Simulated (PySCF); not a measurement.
**C2H6OS: calculation against experiment**

**What was measured.**

From NIST CCCBDB Release 22 (SRD 101), experimental dipoles, for the gas: dipole moment (microwave Stark effect) 3.96 D.

NIST CCCBDB Release 22 (SRD 101), experimental polarizabilities lists, for the gas: mean polarisability 7.969 Å³.

From Besley, J. Chem. Theory Comput. 2021, 17, 3644 (DFT calculations of core-electron binding energies at the K-edge of heavier elements), for the gas: S 1s binding energy of S2 2480.89 eV.

Xu, Prendergast, Qian, J. Chem. Theory Comput. 2022, 18, 5471 lists, for the gas: O 1s binding energy of O4 536.67 eV.

The runs below try to reproduce these values; the comparison stands at the end.

Species: C2H6OS.
SMILES with atom numbers: `[CH3:1][S:2]([CH3:3])=[O:4]` (hydrogens: H5, H6, H7 on C1; H8, H9, H10 on C3)

Cartesian coordinates in Å at the PBE0-D3(BJ)/def2-SVP level; atoms count from 1:
```
atom  x, y, z in Å
C1    -1.2881    0.2455   -0.3638
S2    -0.1132   -1.0268    0.1756
C3     1.3864   -0.0202   -0.0109
O4    -0.3216   -1.1916    1.6523
H5    -2.2881   -0.1786   -0.2026
H6    -1.1447    0.4805   -1.4282
H7    -1.1587    1.1359    0.2685
H8     1.2868    0.8710    0.6258
H9     2.2153   -0.6421    0.3524
H10    1.5506    0.2496   -1.0646
```

The PySCF runs (gas phase, on this PBE0-D3(BJ)/def2-SVP geometry; non-relativistic but for the core-level run):

```tsv
level	job	basis functions
PBE0-D3(BJ)/def2-SVP, grid level 1	geometry optimisation from an MMFF94s start shaken at random	90
PBE0/pcSseg-1	shieldings, charges and field gradients	105
B97-D/pcSseg-2	shieldings	235
HF/pcSseg-2	shieldings	235
LDA/pcSseg-2	shieldings	235
PBE/pcSseg-2	shieldings	235
mPW1PW91/pcSseg-2	shieldings	235
LC-wPBE/def2-SVPD	10 singlets by full TDDFT, 4 Tamm–Dancoff triplets, polarisability, ΔSCF ions	138
CAM-B3LYP/def2-SVPD	10 singlets by full TDDFT, 4 Tamm–Dancoff triplets, polarisability, ΔSCF ions	138
PBE0/6-31+G*	10 singlets by full TDDFT, 4 Tamm–Dancoff triplets, polarisability	88
PBE0/6-31G*	10 singlets by full TDDFT, 4 Tamm–Dancoff triplets, polarisability	72
PBE0/aug-cc-pVDZ	10 singlets by full TDDFT, 4 Tamm–Dancoff triplets, polarisability	150
PBE0/def2-SVP	10 singlets by full TDDFT, 4 Tamm–Dancoff triplets, polarisability	90
PBE0/def2-TZVP	10 singlets by full TDDFT, 4 Tamm–Dancoff triplets, polarisability	166
PBE0/def2-TZVPD	10 singlets by full TDDFT, 4 Tamm–Dancoff triplets, polarisability	214
wB97X-D/def2-SVPD	10 singlets by full TDDFT, 4 Tamm–Dancoff triplets, polarisability, ΔSCF ions	138
delta-SCF UKS SCAN, pcX-2 on the ionised atom, pcseg-1 elsewhere, spin-free X2C	ΔSCF core ionisation, 4 holes	132
```

All basis functions are spherical.

**Comparison with experiment**

**Dipole moment.** Measured: 3.96 D (NIST CCCBDB Release 22 (SRD 101), experimental dipoles).

```csv
level,computed (D),computed − measured (D),% (from the printed values)
PBE0-D3(BJ)/def2-SVP,3.95,-0.01,0
PBE0/pcSseg-1,4.06,+0.10,+3
B97-D/pcSseg-2,3.94,-0.02,-1
HF/pcSseg-2,4.73,+0.77,+19
LDA/pcSseg-2,4.02,+0.06,+2
PBE/pcSseg-2,3.90,-0.06,-2
mPW1PW91/pcSseg-2,4.18,+0.22,+6
LC-wPBE/def2-SVPD,4.41,+0.45,+11
```

8 of the 24 levels run are shown, the closest and the furthest among them. The computed dipoles belong to one fixed geometry; measured ones are averaged over vibrations unless marked μe. Magnitudes are compared, not signs.

**Mean polarisability.** Measured: 7.969 Å³ (NIST CCCBDB Release 22 (SRD 101), experimental polarizabilities).

| level | computed (Å³) | computed − measured (Å³) | % (from the printed values) |
| --- | --- | --- | --- |
| CAM-B3LYP/def2-SVPD | 7.779 | -0.190 | -2 |
| PBE0/6-31+G* | 7.226 | -0.743 | -9 |
| PBE0/6-31G* | 6.226 | -1.743 | -22 |
| PBE0/aug-cc-pVDZ | 7.988 | +0.019 | 0 |
| PBE0/def2-SVP | 6.393 | -1.576 | -20 |
| PBE0/def2-TZVP | 7.275 | -0.694 | -9 |
| PBE0/def2-TZVPD | 7.981 | +0.012 | 0 |
| wB97X-D/def2-SVPD | 7.719 | -0.250 | -3 |

8 of the 9 levels run are shown, the closest and the furthest among them. Closest is PBE0/def2-TZVPD (+0.012 Å³), furthest PBE0/6-31G* (-1.743 Å³); one molecule doesn't rank methods. The computed values are static and purely electronic, with core orbitals frozen in the response (1 au = 0.148185 Å³). The table of measured values doesn't say here whether a value is static or optical, or holds a vibrational part.

**Core binding energies.** Delta-SCF UKS SCAN, pcX-2 on the ionised atom, pcseg-1 elsewhere, spin-free X2C (PySCF 2.14.0).

```tsv
level and atom	computed (eV)	measured (eV)	computed − measured (eV)
S 1s, S2	2480.07	2480.89	-0.82
O 1s, O4	536.40	536.67	-0.27
```

Sources, in the order of the opening: Besley, J. Chem. Theory Comput. 2021, 17, 3644 (DFT calculations of core-electron binding energies at the K-edge of heavier elements); Xu, Prendergast, Qian, J. Chem. Theory Comput. 2022, 18, 5471. Against the first value of each row the mean signed difference is -0.54 eV and the largest in size -0.82 eV. The computed values are vertical, without vibrational structure; measured positions hang on the energy calibration. 

The geometry is computed, not the measured one. Where a level misses, the cause wasn't examined.
